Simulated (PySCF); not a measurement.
A GIAO shielding run with PySCF 2.14 (density fitting, non-relativistic, gas phase) on `CP(C)(C)=N`, C₃H₁₀NP:

```
$ OMP_NUM_THREADS=1 python probes_run.py task.json out

{"job": {"kind": "nmr", "xc": "PBE0", "basis": "6-311+G(2d,p)", "pop": true}, "charge": 0, "multiplicity": 1}
C     -0.190650     1.485602    -1.126475
P     -0.427756     0.383392     0.289443
C     -1.298296    -1.075605    -0.404568
C      1.244425    -0.292355     0.630024
N     -1.142249     1.208491     1.418756
H      0.304692     0.976677    -1.965113
H      0.412519     2.343662    -0.798539
H     -1.175074     1.858666    -1.441663
H     -1.413760    -1.834006     0.384586
H     -0.762731    -1.523818    -1.255341
H     -2.301450    -0.758680    -0.724905
H      1.698049    -0.764352    -0.254866
H      1.884799     0.530719     0.979003
H      1.174009    -1.038166     1.436284
H     -1.328430     0.685570     2.272812
```

Hardware: 1 thread of an Intel Xeon Platinum 8488C, shared host. The job also computes population analyses, field gradients.

(1) How large is the calculation?

(2) How long does it take, and how much memory does it need?

(3) And these other runs on the same molecule and hardware: GIAO shielding at B97-2/pcSseg-1; GIAO shielding at BHandHLYP/pcSseg-1; GIAO shielding at CAM-B3LYP/pcSseg-1; GIAO shielding at LC-wPBE/pcSseg-1; GIAO shielding at PBE0/6-31G; GIAO shielding at PBE0/6-31G*?

Answers

(1) 50 electrons, 203 basis functions and 707 auxiliary functions.

(2) 23 s of wall time, with 12 SCF cycles and 5 response iterations; peak memory 1.1 GiB. Times on a shared host scatter by some tens of per cent.

(3) B97-2/pcSseg-1: 142 functions, 12 s; BHandHLYP/pcSseg-1: 142 functions, 11 s; CAM-B3LYP/pcSseg-1: 142 functions, 15 s; LC-wPBE/pcSseg-1: 142 functions, 22 s; PBE0/6-31G: 69 functions, 6.6 s; PBE0/6-31G*: 94 functions, 8.9 s.
